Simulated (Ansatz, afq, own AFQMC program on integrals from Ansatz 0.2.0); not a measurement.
Integrals from Ansatz 0.2.0, then the random walk in our own AFQMC program (afq).

```yaml
crystal:
  periodic: [false, false, false]
  atoms:
    - {symbol: Al, position_ang: [0.000000, 0.000000, 0.246367]}
    - {symbol: C, position_ang: [0.000000, 0.000000, -2.093633]}
    - {symbol: H, position_ang: [0.000000, 0.000000, 1.847267]}
basis:
  gaussian: {orbitals: 6-31G}
magnetization: {spin_polarized: false, initial_magnetization: 2}
correlation: {method: ccsd_t, electrons: outside_noble_gas, hamiltonian_folder: ham}
```

```sh
$ ansatz run in.yaml --threads 1 --pin off --events-out ev --progress --plain --max-ram 16896MiB --backend cuda --devices 0, --max-vram 18GiB
```

Options of the walk:

```
--method free --trial cisd --walkers 50 --time-step 0.01 --max-blocks 60 --target-error 0.00068 --factor-cut 1e-05 --seed 8887 --times 0.0,0.2,0.4,0.8,1.2 --taylor-order 8
```

Times are imaginary, in 1/Eh. The walk had a cap of 60 s.

Output of the walk:

```
orbitals 18  electrons 5 3  factors 101 of 297
reference energy -280.11321722 Eh
CCSD correlation -0.11151363 Eh in 16 cycles, weight of the determinant in the CISD state 0.7927
repeat  energy at the last time / Eh  error
    10  -280.229780  0.000482
    20  -280.229934  0.000325
    30  -280.230118  0.000291
time / (1/Eh)  energy / Eh  error  mean overlap
  0.00  -280.224552  0.000285  1.2599
  0.20  -280.225989  0.000322  1.2729
  0.40  -280.227409  0.000335  1.2771
  0.80  -280.229428  0.000332  1.2609
  1.20  -280.230065  0.000287  1.2771
energy -280.230065 +/- 0.000287 Eh
```

The run passed its tests (error under three times the target), which doesn't prove that it has relaxed.

Against this walk (error 7.8 meV) on the same determinant: CCSD(T) 2.4 meV higher (within the noise), CCSDT(Q) 80.7 meV lower, CCSDTQ 75.9 meV lower, full CI 76.5 meV lower. The error is statistical, and a free projection of finite length keeps a remainder of its start. The projection is still falling at its last time (meV from the last point: 150 ± 8 at 0.00, 111 ± 9 at 0.20, 72 ± 9 at 0.40, 17 ± 9 at 0.80, 0 ± 8 at 1.20), so its energy is a cut-off value, and the gaps above aren't errors of the other methods. Full CI is exact here, so the walk's 77 meV above it is the walk's own error: what remains of the start. The determinant is a poor start (see the cautions), so the low cluster orders aren't to be relied on, and full CI is the sure value.

Cautions: remainder of the start not in the error; lower spins were not checked; a spin-contaminated unrestricted determinant lies lower (UHF 172 meV lower, ⟨S²⟩ 2.26); strong correlation (T1 0.081, weight of the determinant 0.79, largest double 0.12).

The walk took 6.5 s on 1 × NVIDIA H100 80GB HBM3 with 2 threads of AMD EPYC 7R13 Processor (Zen 3), with other jobs on the host (the card was shared). The log's last line is the free-projection energy.

CCSDT and higher add their correlation energy to the determinant of the CCSD(T) run, since their own runs factorise the integrals more tightly (a shift of under 2 meV). A walk keeps the symmetry of its determinant, which the program's search chose and which needn't be the lowest solution, so a lower state of the same spin and another symmetry isn't excluded.
